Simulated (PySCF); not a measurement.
**How the method moves the HOMO and LUMO of `NC1CCCC1`**

C5H11N.
Structure used (PBE0-D3(BJ)/def2-SVP), in Å, numbered top down from 1:
```xyz
17
C5H11N angstrom
N      2.1632    0.0598    0.7094
C      0.7297    0.1933    0.5850
C      0.0172   -1.1504    0.4446
C     -1.4097   -0.7909    0.0186
C     -1.3081    0.5940   -0.6737
C      0.1758    0.9720   -0.6170
H      2.5445   -0.3551   -0.1409
H      2.5994    0.9756    0.7972
H      0.3611    0.6796    1.5085
H      0.0705   -1.7537    1.3625
H      0.5258   -1.7275   -0.3491
H     -2.0671   -0.7293    0.8998
H     -1.8482   -1.5558   -0.6393
H     -1.9158    1.3371   -0.1343
H     -1.6898    0.5759   -1.7054
H      0.7028    0.6191   -1.5220
H      0.3496    2.0575   -0.5451
```

Basis pcSseg-1 throughout (PySCF), one geometry. The structure is a single PBE0-D3(BJ)/def2-SVP conformer in the gas phase; no vibrational or solvent corrections.

Question: How do the orbital energies, the gap and the dipole change with the method?

Answer: 
```json
{"method": "BLYP", "kind": "GGA", "HOMO (eV)": "-5.04", "LUMO (eV)": "0.50", "gap (eV)": "5.54", "μ (D)": "1.18", "SCF cycles": "13"}
{"method": "OPBE", "kind": "GGA", "HOMO (eV)": "-5.14", "LUMO (eV)": "0.77", "gap (eV)": "5.91", "μ (D)": "1.20", "SCF cycles": "14"}
{"method": "PBE", "kind": "GGA", "HOMO (eV)": "-5.16", "LUMO (eV)": "0.49", "gap (eV)": "5.65", "μ (D)": "1.20", "SCF cycles": "13"}
{"method": "LDA", "kind": "LDA", "HOMO (eV)": "-5.28", "LUMO (eV)": "0.29", "gap (eV)": "5.57", "μ (D)": "1.26", "SCF cycles": "13"}
{"method": "BP86", "kind": "GGA", "HOMO (eV)": "-5.28", "LUMO (eV)": "0.57", "gap (eV)": "5.85", "μ (D)": "1.21", "SCF cycles": "13"}
{"method": "B97-2", "kind": "global hybrid", "HOMO (eV)": "-6.40", "LUMO (eV)": "1.36", "gap (eV)": "7.76", "μ (D)": "1.26", "SCF cycles": "11"}
{"method": "BHandHLYP", "kind": "global hybrid", "HOMO (eV)": "-8.07", "LUMO (eV)": "2.02", "gap (eV)": "10.09", "μ (D)": "1.31", "SCF cycles": "12"}
{"method": "CAM-B3LYP", "kind": "range-separated hybrid", "HOMO (eV)": "-8.09", "LUMO (eV)": "2.18", "gap (eV)": "10.27", "μ (D)": "1.29", "SCF cycles": "11"}
{"method": "wB97X-D", "kind": "range-separated hybrid", "HOMO (eV)": "-8.59", "LUMO (eV)": "3.15", "gap (eV)": "11.74", "μ (D)": "1.30", "SCF cycles": "13"}
{"method": "LC-wPBE", "kind": "range-separated hybrid", "HOMO (eV)": "-9.49", "LUMO (eV)": "3.53", "gap (eV)": "13.01", "μ (D)": "1.35", "SCF cycles": "12"}
{"method": "HF", "kind": "Hartree–Fock", "HOMO (eV)": "-10.29", "LUMO (eV)": "4.21", "gap (eV)": "14.50", "μ (D)": "1.37", "SCF cycles": "10"}
```

The HOMO spans 5.25 eV, from BLYP down to HF, and the gap runs from 5.54 eV (BLYP) to 14.50 eV (HF). Over the methods BLYP (0 %), OPBE (0 %), PBE (0 %), LDA (0 %), BP86 (0 %), B97-2 (21 %), BHandHLYP (50 %), HF (100 %), a straight line through the gap against the share of exact exchange rises by 0.88 eV for each 10 % (correlation coefficient 0.999). The dipole ranges from 1.18 D (BLYP) to 1.37 D (HF). This basis has no diffuse functions.

The vertical ΔSCF ionisation energy at CAM-B3LYP/def2-SVPD is 9.15 eV; −ε(HOMO) comes closest to it with LC-wPBE (9.49 eV).
